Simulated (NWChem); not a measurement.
System: dimethyl sulfide (C2H6S); SMILES CSC

All runs: NWChem. Structure relaxed at the PBE0/def2-SVP level. Vertical excitations in the gas phase; the lowest state need not have the same character in each row.

For level B3LYP/def2-SVPD, full TDDFT:

```yaml
lowest excitation, singlet (eV): 5.29
lowest state with f > 0.02, singlet (eV): 6.11
orbital gap (eV): 6.46
```

Task: What are these values for level BHandHLYP/def2-SVPD, full TDDFT?

Result: The lowest excitation, singlet (eV) is 5.62 and the lowest state with f > 0.02, singlet (eV) is 6.59. The orbital gap (eV) is 8.60.
